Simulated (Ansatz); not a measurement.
Relaxed structures of SiH$_{3}$SO, doublet (PBE0-D4/def2-TZVP; forces vanish, vibrations not checked; lower isomers may exist, and structures with a doubtful reference or unclear bonds are left out; Å). Program: Ansatz 0.2.0. Basis: def2-TZVPP. Cores are frozen in the correlated methods; orbitals are unrestricted.

Rank them by CCSD(T) energy, lowest first, and give each one's height above the lowest. Links in brackets join atoms within 1.22 times the sum of their covalent radii (1.1 for two metals). (Judge from chemistry; the value comes from the calculation.)
A.
SiH₃SO ([OH][SiH2][S])
```
6
angstrom
Si -0.0592 -0.3109 -0.4209
O 1.4758 0.2503 -0.2945
S -0.3290 -2.3535 0.0528
H -0.9869 0.3449 0.5445
H -0.4481 -0.0430 -1.8225
H 1.9608 0.0503 0.5080
```
B.
SiH₃SO ([O][S][SiH3])
```
6
angstrom
Si -0.2986 0.4638 -0.2760
O 0.9219 -1.6884 1.3234
S 1.1592 -1.1738 -0.0801
H -1.6556 -0.1033 -0.0932
H -0.1283 1.0272 -1.6397
H 0.0014 1.4745 0.7656
```
C.
SiH₃SO ([SiH3][O][S])
```
6
angstrom
Si -0.2321 0.3812 -0.2525
O 0.8922 -0.8722 -0.1192
S 0.9158 -1.6675 1.2969
H -1.5972 -0.1665 -0.0817
H -0.0346 0.9174 -1.6187
H 0.0559 1.4076 0.7752
```

The calculation gives: A (0.000 eV), C (1.702 eV), B (2.216 eV). Heights count from the lowest.

The T1 diagnostic stays at or below 0.030. ⟨S²⟩ of the unrestricted Hartree–Fock references: 0.76 to 0.78 (a pure state has 0.75).

For scale, one of the runs: CCSD(T)/def2-TZVPP, 157 basis functions, launched by `ansatz run in.yaml --threads 2 --pin off --events-out ev --progress --plain --max-ram 4352MiB`. Time: 83 s of wall clock on 2 CPU threads of an Arm Neoverse V1; the host was shared. Peak host memory: 2.4 GiB.
